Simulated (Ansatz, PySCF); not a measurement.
Reaction: Si2H6 (silylsilane, SMILES [SiH3][SiH3]) → 2 SiH3 (SMILES [SiH3], doublet) (the Si-Si bond breaks)
Each species at its own B3LYP-D3(BJ)/def2-TZVP minimum (Ansatz, a first-principles code).

Wanted: bond dissociation energy (enthalpy at 298 K, ideal-gas terms from PySCF's Hessians at B3LYP-D3(BJ)/def2-TZVP), in kJ/mol. UHF or UKS for unpaired electrons; spin-orbit terms are left out. CBS(X,Y): correlation extrapolated as X^-3, Hartree-Fock from the larger set (Q,5: extrapolated as (X+1)exp(-9√X)). A bracket is a step between two methods taken in the basis named. Functionals run without relativity, which enters their misses. Double hybrids freeze cores in their MP2 part. 'core' is core correlation in cc-pwCVTZ (1s frozen past Ne), 'X2C' scalar relativity in cc-pVTZ-DK, both at CCSD(T).

From measured enthalpies of formation at 298 K: 76.7 kcal/mol (G2/97 table in ASE (Curtiss et al.)). The calculations leave out spin-orbit terms.

Task: How far off this value is PBE/def2-TZVPD (Ansatz), in which direction, and which of these levels come nearer: r2SCAN/def2-TZVPD, B3LYP/def2-TZVPD, PBE0/def2-TZVPD, wB97M-V/def2-TZVPD, B2PLYP/def2-TZVPD, CCSD(T)/CBS(cc-pV(Q+d)Z,cc-pV(5+d)Z) + core + X2C?

Result: PBE gives 303.1 kJ/mol, 17.8 kJ/mol below it. Errors of the others: r2SCAN/def2-TZVPD (Ansatz) -26.1; B3LYP/def2-TZVPD (Ansatz) -24.5; PBE0/def2-TZVPD (Ansatz) -15.8; wB97M-V/def2-TZVPD (Ansatz) 2.3; B2PLYP/def2-TZVPD (Ansatz) -16.9; CCSD(T)/CBS(cc-pV(Q+d)Z,cc-pV(5+d)Z) + core + X2C (Ansatz) 1.1; CCSD(T)/CBS(cc-pV(Q+d)Z,cc-pV(5+d)Z) + [CCSDT(Q) - CCSD(T)]/cc-pV(D+d)Z + core + X2C (Ansatz) 1.3 kJ/mol. Nearer than PBE: PBE0/def2-TZVPD, wB97M-V/def2-TZVPD, B2PLYP/def2-TZVPD, CCSD(T)/CBS(cc-pV(Q+d)Z,cc-pV(5+d)Z) + core + X2C, CCSD(T)/CBS(cc-pV(Q+d)Z,cc-pV(5+d)Z) + [CCSDT(Q) - CCSD(T)]/cc-pV(D+d)Z + core + X2C.
